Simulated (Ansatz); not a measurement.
System: SiH₃, charge -1, multiplicity 1. Whether it binds its extra electron was not tested at this geometry. 
Geometry from a B3LYP-D3(BJ)/def2-TZVP (Ansatz, a program for electronic structure) optimisation:
```xyz
4

Si     0.0851     0.0833     0.0837
H     -0.9394    -0.9077     0.6775
H     -0.9139     0.6812    -0.9306
H      0.6615    -0.9403    -0.9185
```
Charge -1, spin multiplicity 1.

Task: Give the harmonic wavenumbers at B3LYP-D3(BJ)/def2-TZVP (Ansatz, finite differences of forces, unscaled).

Result: 888, 963, 963, 1878, 1878, 1896 cm⁻¹. Zero-point energy 12.1 kcal/mol.

Task: From these and the geometry, give the ideal-gas thermochemistry at 298.15 K and 1 atm (rigid rotor, harmonic oscillator).

Result: Point group C3v, rotational symmetry number 3. Rotational constants 114, 114, 98.09 GHz. S(trans) 36.24, S(rot) 14.00, S(vib) 0.37, S(elec, spin only) 0.00, S 50.6 cal/(mol K). H(298) - H(0) 2.46 kcal/mol; G - E(el) -0.5 kcal/mol.
